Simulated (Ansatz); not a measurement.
## Scan of PH2⁺, triplet

Starting geometry (PBE0/def2-TZVP stationary point for this spin, not checked as a minimum):

```xyz
3

P     0.0000   -0.0418    0.0000
H     0.0000    0.6425   -1.2397
H     0.0000    0.6425    1.2397
```

From there H2 moves along the line of the two atoms named below, all else staying in place; atoms are numbered as listed. Energies are in kJ/mol, counted from the starting geometry at the same level. Kohn–Sham curves are unrestricted where that lies lower.

Basis cc-pVDZ; Ansatz 0.2.0. Correlated methods freeze the noble-gas cores.

Unrestricted Kohn–Sham rows aren't spin-pure: their determinants' ⟨S²⟩ exceeds S(S+1) by up to 0.11, so they mix in states of higher spin. A value is left out where its run failed or describes another state than the reference as far as symmetry and spin tell, or, spin-broken singlets apart, can't be checked.

In so small a basis the reference is far from its limit while semilocal and hybrid functionals are nearer theirs (RPA and double hybrids share much of the reference's basis error), so the functionals' errors here hold much of the reference's basis and frozen-core error, which can add to them or hide them.

Full CI is exact within this basis and frozen core; it isn't the basis-set limit.

| distance P1-H2 (Å) | full CI | PBE | r2SCAN | PBE0 | B3LYP | BHLYP | wB97M-V | B2PLYP | PBE-QIDH | RPA-PBE |
| --- | --- | --- | --- | --- | --- | --- | --- | --- | --- | --- |
| 1.105 | 183.0 | 191.4 | 182.7 | 185.0 | 184.1 | 177.4 | 180.6 | 181.1 | 178.9 | 186.3 |
| 1.249 | 42.3 | 47.6 | 42.6 | 43.6 | 44.0 | 39.8 | 42.1 | 41.8 | 39.7 | 44.3 |
| 1.416 | 0.0 | 0.0 | 0.0 | 0.0 | 0.0 | 0.0 | 0.0 | 0.0 | 0.0 | 0.0 |
| 1.578 | 19.4 | 13.5 | 18.6 | 18.1 | 16.3 | 21.2 | 18.4 | 19.2 | 22.6 | 17.1 |
| 1.767 | 71.4 | 59.1 | 70.0 | 69.5 | 64.2 | 74.9 | 69.3 | 71.1 | 79.7 | 66.2 |
| 1.997 | 141.7 | 123.4 | 139.9 | 140.0 | 129.0 | 144.7 | 138.4 | 141.7 | 158.1 | 132.4 |
| 2.304 | 215.4 | 189.5 | 208.1 | 209.0 | 192.6 | 209.9 | 203.5 | 210.3 | 232.2 | 196.8 |
| 2.659 | 257.3 | 226.4 | 251.5 | 248.0 | 229.7 | 247.5 | 239.6 | 247.8 | 270.7 | 225.0 |
| 3.140 | 272.6 | 246.4 | 278.0 | 271.7 | 252.2 | 270.5 | 263.3 | 269.6 | 290.7 | 231.2 |
| 3.893 | 277.1 | 254.9 | 290.0 | 285.6 | 265.1 | 284.3 | 279.0 | 282.5 | 299.9 | 216.1 |
| 4.794 | 278.0 | – | – | 287.7 | 266.0 | 288.4 | 284.8 | 286.3 | 301.7 | – |

PBE-QIDH at 4.794 Å lies 23.7 kJ/mol (9 %) above the reference in this basis.
